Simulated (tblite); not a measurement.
Species: P2H4.
Geometry (GFN2-xTB, Å), atoms numbered from 1 in this order:
```
atom  x, y, z in Å
P1     0.498    0.902   -0.316
P2    -0.497   -0.905    0.303
H3     1.356    0.919    0.784
H4     1.437    0.231   -1.099
H5    -1.364   -0.915   -0.790
H6    -1.426   -0.230    1.096
```

Calculated harmonic vibrations of the isolated species, GFN2-xTB (tblite), most abundant isotopes, no scaling. Against measured fundamentals such values can be off by several per cent, at times by over 20. Modes of hydrogen on phosphorus can be 10 to 20 % off. One conformer, not necessarily the lowest.

Harmonic wavenumbers (cm⁻¹): 178.2, 516.0, 627.0, 645.7, 873.5, 885.0, 1108.4, 1133.2, 2224.7, 2256.9, 2302.6, 2314.7.

A = 67093, B = 6231, C = 6186 MHz; mass 65.979 u (most abundant isotopes); point group C2h, symmetry number 2.

Problem. Zero-point energy?

Solution. ½Σν̃ = 7533 cm⁻¹ = 90.11 kJ/mol.

Problem. What is S at 350 K and 1 bar for an ideal gas of classical rigid rotors and harmonic oscillators?

Solution. Translation 164.44, rotation 89.73, vibration 22.33: S = 276.5 J/(mol K).

Problem. And Cp and H(350 K) − H(0)?

Solution. Cp = 66.71 J/(mol K), of which vibrations give 33.45 (their classical limit is 12 R = 99.8); H(350 K) − H(0) = 16.52 kJ/mol without the zero-point energy, 4.88 from vibrations.

Problem. How do the functions run with temperature in this model?

Solution. 
```tsv
T (K)	S (J/(mol K))	Cp (J/(mol K))	H − H(0) (kJ/mol)	G − H(0) (kJ/mol)	ln q(vib)
50	189.8	34.6	1.68	-7.81	0.01
100	215.0	38.6	3.51	-17.99	0.08
298.15	266.3	60.9	13.21	-66.18	0.77
373.15	280.9	69.1	18.09	-86.71	1.12
500	302.7	80.5	27.61	-123.76	1.77
750	338.7	96.8	49.92	-204.10	3.11
1000	368.1	107.6	75.56	-292.56	4.42
```

q(vib) and H(0) count from the zero-point level.

Problem. What must be added to the electronic energy to get the Gibbs energy at 350 K and 1 bar?

Solution. ZPE + [H(350 K) − H(0)] − T·S = 90.11 + 16.52 − 96.78 = 9.85 kJ/mol.

Problem. Which modes carry the vibrational entropy at 350 K?

Solution. 178.2 cm⁻¹: 11.09; 516.0 cm⁻¹: 3.46; 627.0 cm⁻¹: 2.42; 645.7 cm⁻¹: 2.28; 873.5 cm⁻¹: 1.08; 885.0 cm⁻¹: 1.04 J/(mol K); the other 6 give 0.97 together.

Hindered rotation and anharmonicity are outside this model. Other conformers, if any are populated, would add a mixing term that is left out.
